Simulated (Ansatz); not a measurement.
Abridged output of a molecular run in Ansatz:

```
Functional definition: HF
672 factors; integrals over basis functions are off by at most 1.0e-3 eV
mean field evaluation 1: about -11840.8159 eV, gradient 4.8e1 eV
mean field evaluation 2: about -11840.9180 eV, gradient 4.8e1 eV
mean field evaluation 4: about -11844.9382 eV, gradient 2.8e0 eV
mean field evaluation 8: about -11844.9679 eV, gradient 1.3e-1 eV
mean field -11844.96800585 eV, -435.2945454072 hartree, gradient 1.6e-6 eV, S^2 0.000000; 0 other end points of the search recorded, 0 dependent functions left out
5 core orbitals not correlated: weight in the atoms' cores, before any rotation towards them, 1.000 or more for the frozen orbitals, at most 0.000 for the correlated occupied ones
reference -11844.96800585 eV, -435.2945454072 hartree; 16, 16 occupied and 49, 49 virtual orbitals, 672 factors
second order -23.40170391 eV of doubles, -0.00000000 eV of singles
cycle   1  -23.16179245 eV  change    2.4e-1 eV  update   9.2e-2
cycle   2  -23.58641231 eV  change   -4.2e-1 eV  update   2.4e-2
cycle   3  -23.68675801 eV  change   -1.0e-1 eV  update   1.1e-2
cycle   4  -23.67927613 eV  change    7.5e-3 eV  update   1.8e-3
cycle   5  -23.67811978 eV  change    1.2e-3 eV  update   7.5e-4
cycle   6  -23.67854327 eV  change   -4.2e-4 eV  update   1.8e-4
cycle   7  -23.67837598 eV  change    1.7e-4 eV  update   5.0e-5
cycle   8  -23.67833294 eV  change    4.3e-5 eV  update   1.1e-5
cycle   9  -23.67833630 eV  change   -3.4e-6 eV  update   2.4e-6
perturbative correction -0.43112598 eV, -0.0158435877 hartree
Total energy: -11869.07746813 eV, -436.1805518042 hartree
```

Its atoms:

Cartesian coordinates in Å:
```
F -1.203 -0.359 -0.399
C 0.000 0.000 0.000
F 0.170 -0.357 1.257
F 0.907 -0.592 -0.751
F 0.126 1.308 -0.107
```

Task: Which basis set was used?
A. cc-pV(Q+d)Z
B. def2-SVP
C. def2-TZVPPD
D. def2-TZVPP

Result: B. It gives 70 functions.

Task: Write the keys of the input that set method, charge and spin (a neutral closed shell needs none for the last two).

Result: 
```yaml
correlation: {method: ccsd_t}
```
